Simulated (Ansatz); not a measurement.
## Ansatz (development build ahead of 0.2.0) run

```yaml
crystal:
  periodic: [false, false, false]
  atoms:
    - { symbol: S, position_ang: [0.0, 0.0, 0.0] }
    - { symbol: F, position_ang: [0.0, 0.0, 1.601] }
basis:
  gaussian: { orbitals: def2-SVP }
magnetization:
  spin_polarized: true
  initial_magnetization: 1
hamiltonian:
  xc: hf
correlation:
  method: ccsd_t
  frozen_orbitals: { F: 1, S: 5 }
```

The input is written out in the form of the current development build from the run's settings.

The run gave:

```json
{
 "Converged": "yes",
 "Reference energy": "-496.69367 hartree",
 "Correlation energy": "-0.31429 hartree",
 "Total energy": "-497.00796 hartree",
 "Stability test": "minimum"
}
```
